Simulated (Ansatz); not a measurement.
Input for Ansatz (development build ahead of 0.2.0):

```yaml
crystal:
  periodic: [false, false, false]
  atoms:
    - { symbol: C, position_ang: [0.0, 0.0, -0.78663] }
    - { symbol: C, position_ang: [0.0, 0.59648, 0.45809] }
    - { symbol: C, position_ang: [0.0, -0.59648, 0.45809] }
    - { symbol: H, position_ang: [0.84521, 0.0, -1.34672] }
    - { symbol: H, position_ang: [-0.84521, 0.0, -1.34672] }
    - { symbol: H, position_ang: [0.0, 1.46251, 0.95808] }
    - { symbol: H, position_ang: [0.0, -1.46251, 0.95808] }
basis:
  gaussian: { orbitals: cc-pVTZ }
hamiltonian:
  xc: hf
correlation:
  method: mp2
  frozen_orbitals: { C: 1, H: 0 }
```

The input is written out in the form of the current development build from the run's settings.

Output:

| Quantity | Value |
| --- | --- |
| Converged | yes |
| Reference energy | -115.82564 hartree |
| Correlation energy | -0.47594 hartree |
| Total energy | -116.30158 hartree |
| Spin squared of the determinant | 0.000 |

Caution: no unrestricted run beside it, a lower state can exist.
